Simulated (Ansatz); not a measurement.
## How far a parabola holds: energy against volume of rock-salt NaF

Rock-salt NaF was calculated with PBE (Ansatz, a quantum-chemistry and plane-wave program, plane waves, PAW). Numerical settings: plane-wave cutoff 520 eV, 12×12×12 k mesh, Fermi–Dirac smearing 0.01 eV, scalar-relativistic PAW data made under PBE. The cell has no free parameter but its volume, all volumes share cutoff and mesh, and the runs aren't spin-polarised. Energies are free energies at the run's smearing, counted from the lowest row; static lattice.

```csv
V (Å³/atom),E (meV/atom)
12.211,?
12.470,3.13
12.730,0.75
12.990,0.00
13.250,0.70
13.510,2.70
```

The 5 complete rows are fitted with a parabola, E against V. With u = V - 13.0, the rows have u = -0.5300, -0.2700, -0.0100, 0.2500, 0.5100. Least squares gives E = -0.005 - 0.134·u + 10.788·u². Residuals (row less fit): 0.034, -0.068, 0.003, 0.064, -0.033; standard error 0.074 (degrees of freedom: 2). The fitted curve has its minimum at V = 13.0, where E = -0.01. Its curvature is d²E/dV² = 2 × 10.788 meV/Å⁶, so B = V0·d²E/dV² × 0.1602 = 45.0 GPa.

### Question
Predict the withheld E at V = 12.211 from the fit, and compare with the calculation.

### Answer
u = -0.7890, so E = -0.005 - 0.134 × (-0.7890) + 10.788 × (-0.7890)² = 6.816 meV/atom. The calculation gives 7.32 meV/atom, 0.504 meV/atom above the prediction (6.9 % of the range of E in the table). The row lies outside the fitted rows, so this is an extrapolation. From the scatter of the fitted rows alone, a prediction at this place has a standard error of 0.174 meV/atom, so the miss is 2.9 times that.

The residuals are curvature that a parabola lacks, not noise. A solid that stiffens under compression and softens on expansion lies above the parabola at the compressed end and under it at the expanded end, as this row does. A third-order Birch-Murnaghan fit to the whole scan has B0 = 44.7 GPa. Only scans are tabulated whose curvature falls smoothly with volume, and where the parabola meets the shown rows within 5 % of their range and misses the end by 0.1 meV or more.

Measured, for comparison: bulk modulus 53.1 GPa (0 K value with the zero-point phonon effect removed; as tabulated in Mejia-Rodriguez and Trickey (2018), arXiv:1807.09216). Computed less measured: bulk modulus -16 %.
